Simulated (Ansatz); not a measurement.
## H2O2 (hydrogen peroxide): methods side by side

H2O2 has 4 atoms, charge 0, and is taken as a singlet. SMILES: `OO`. Geometry: optimised at PBE0/def2-SVP.

| atom | x (Å) | y (Å) | z (Å) |
| --- | --- | --- | --- |
| O | -0.4773 | -0.5794 | 0.0187 |
| O | 0.0606 | 0.7193 | 0.2069 |
| H | 0.1776 | -1.1201 | 0.4813 |
| H | 0.2391 | 0.9803 | -0.7070 |

Each level gives the dissociation energy of the O2–O1 bond into doublet OH and doublet OH (shapes relaxed at PBE0/def2-SVP, no zero-point term) (eV). The values are calculated.

| level | kind | program | value (eV) |
| --- | --- | --- | --- |
| HF/def2-TZVPP | Hartree–Fock | Ansatz | -0.03 |
| SVWN5/def2-TZVPP | LDA | Ansatz | 3.78 |
| BLYP/def2-TZVPP | GGA | Ansatz | 2.42 |
| PBE/def2-TZVPP | GGA | Ansatz | 2.71 |
| PBE0-D4/def2-TZVPP | global hybrid | Ansatz | 2.29 |
| wB97M-V/def2-TZVPP | range-separated hybrid | Ansatz | 2.38 |
| RPA@PBE/def2-TZVPP | RPA | Ansatz | 1.99 |
| MP2/def2-TZVPP | perturbation theory | Ansatz | 2.55 |

The values span -0.03 to 3.78 eV. Hartree–Fock misses the correlation of the electron pair that is broken and comes out low. Measured bond enthalpies also hold zero-point and thermal terms, a few tenths of an eV less.
